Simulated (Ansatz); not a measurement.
C3H7N2 (charge +1), singlet: CASSCF and its corrections

Calculated in Ansatz's Gaussian-basis code. Basis cc-pVDZ, nonrelativistic, 5 orbitals frozen in the corrections. State-specific CASSCF; RHF is the lowest restricted (open-shell) Hartree–Fock solution met. Solutions may break the symmetry of the shape. No proof that the lowest CASSCF solution was found.

Geometry:

```json
{"atom": "N", "x (Å)": "0.0000", "y (Å)": "-2.3988", "z (Å)": "0.1648"}
{"atom": "C", "x (Å)": "0.0000", "y (Å)": "-1.1901", "z (Å)": "-0.3673"}
{"atom": "C", "x (Å)": "0.0000", "y (Å)": "0.0000", "z (Å)": "0.3450"}
{"atom": "C", "x (Å)": "0.0000", "y (Å)": "1.1901", "z (Å)": "-0.3673"}
{"atom": "N", "x (Å)": "0.0000", "y (Å)": "2.3988", "z (Å)": "0.1648"}
{"atom": "H", "x (Å)": "0.0000", "y (Å)": "-2.5424", "z (Å)": "1.1698"}
{"atom": "H", "x (Å)": "0.0000", "y (Å)": "-1.1665", "z (Å)": "-1.4556"}
{"atom": "H", "x (Å)": "0.0000", "y (Å)": "0.0000", "z (Å)": "1.4316"}
{"atom": "H", "x (Å)": "0.0000", "y (Å)": "1.1665", "z (Å)": "-1.4556"}
{"atom": "H", "x (Å)": "0.0000", "y (Å)": "2.5424", "z (Å)": "1.1698"}
{"atom": "H", "x (Å)": "0.0000", "y (Å)": "-3.2300", "z (Å)": "-0.4149"}
{"atom": "H", "x (Å)": "0.0000", "y (Å)": "3.2300", "z (Å)": "-0.4149"}
```

**Question.** What do CASSCF and its corrections give against RHF in CAS(6,5), and what are the occupations?

**Answer.** CASSCF -0.985 eV, SC-NEVPT2 -19.779 eV; occupations 1.99, 1.97, 1.96, 0.05, 0.02.

**Question.** How do single-reference totals in the same basis and frozen core stand against SC-NEVPT2 in CAS(6,5)?

**Answer.** CCSD(T) -1.745 eV. Coupled cluster stands on the determinant that it favours, which can lie over the RHF solution above, and is in doubt where the occupations are far from 0, 1 and 2.

**Question.** Roughly how much CPU time does a whole run from the default start take (median of such runs, summed over threads; nearly all runs on one pinned thread of a shared server, mostly Xeon at 2.3 to 2.6 GHz, by a development driver)?

**Answer.** CAS(6,5): about 12 s. Other jobs ran beside these, and the count of passes differs.
